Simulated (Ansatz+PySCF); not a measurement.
**singlet C₅H₁₂: levels of theory in one basis**

```yaml
atoms:
  - { symbol: C, position_ang: [-0.0028, 0.0056, 0.0078] }
  - { symbol: C, position_ang: [0.8878, 0.8765, 0.8894] }
  - { symbol: C, position_ang: [0.8903, -0.8915, -0.8859] }
  - { symbol: C, position_ang: [-0.8884, 0.8753, -0.8818] }
  - { symbol: C, position_ang: [-0.8823, -0.8843, 0.8741] }
  - { symbol: H, position_ang: [0.2736, 1.5239, 1.5350] }
  - { symbol: H, position_ang: [1.5331, 0.2821, 1.5408] }
  - { symbol: H, position_ang: [1.5240, 1.5318, 0.2770] }
  - { symbol: H, position_ang: [0.2703, -1.5304, -1.5417] }
  - { symbol: H, position_ang: [1.5391, -0.2693, -1.5395] }
  - { symbol: H, position_ang: [1.5415, -1.5278, -0.2731] }
  - { symbol: H, position_ang: [-1.5290, 0.2780, -1.5420] }
  - { symbol: H, position_ang: [-1.5382, 1.5284, -0.2824] }
  - { symbol: H, position_ang: [-0.2698, 1.5402, -1.5389] }
  - { symbol: H, position_ang: [-1.5274, -1.5328, 0.2674] }
  - { symbol: H, position_ang: [-0.2797, -1.5326, 1.5425] }
  - { symbol: H, position_ang: [-1.5340, -0.2843, 1.5295] }
```

Basis set: def2-SVP (spherical functions). Correlated methods keep 5 orbitals frozen. Charge 0, multiplicity 1.

Computed with Ansatz (development build ahead of 0.2.0); each method stands on the lowest determinant of its kind that the runs found.

```
method  E − E(RHF) (eV)  <S²> of the determinant
   RHF             0.00                     0.00
```

What does RHF-MP2 give on the same scale?

-20.11 eV.

Is a single determinant a sound starting point here?

By this sign, yes. Unrestricted orbitals gain 0.00 eV and <S²> is 0.00 against 0.00 for a pure state.
